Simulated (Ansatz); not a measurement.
# CO₂, singlet: reading a ladder of total energies

Geometry: MP2(full)/6-31G*, from the G2/97 set.

```yaml
atoms:
  - { symbol: C, position_ang: [0.0000, 0.0000, 0.0000] }
  - { symbol: O, position_ang: [0.0000, 0.0000, -1.1787] }
  - { symbol: O, position_ang: [0.0000, 0.0000, 1.1787] }
```

Basis 6-31G; Ansatz 0.2.0. Only valence electrons are correlated (noble-gas cores frozen), which leaves 16 electrons in 24 orbitals. R marks a restricted (for open shells ROHF) determinant.

Full CI isn't at hand for all of this; RCCSDTQ serves as the reference, and is uncertain by about the last step of the cluster series.

Runs differ by some tens of microhartree through their thresholds, so steps under 0.03 kcal/mol mean nothing.

```
    level  total energy (hartree)
      RHF             -187.513655
     RMP2             -187.869905
    RCCSD             -187.852956
 RCCSD(T)             -187.868814
   RCCSDT             -187.868610
RCCSDT(Q)             -187.870662
  RCCSDTQ             -187.870351
```

Q: What is the correlation energy at RCCSDTQ, and what share of it do RMP2 and RCCSD(T) recover?

A: E(corr) = -187.870351 − (-187.513655) = -0.356696 hartree = -9.706 eV. RMP2: -0.356250 / -0.356696 = 99.87 %. RCCSD(T): -0.355159 / -0.356696 = 99.57 %.

Q: By how many kcal/mol does RCCSD(T) miss RCCSDTQ (1 hartree = 627.509 kcal/mol), and which steps make up the rest?

A: -187.868814 − (-187.870351) = 0.001537 hartree = 0.96 kcal/mol. Steps: RCCSDT − RCCSD(T) = 0.13, RCCSDT(Q) − RCCSDT = -1.29, RCCSDTQ − RCCSDT(Q) = 0.20 kcal/mol. Differences between like states or geometries often cancel part of this.
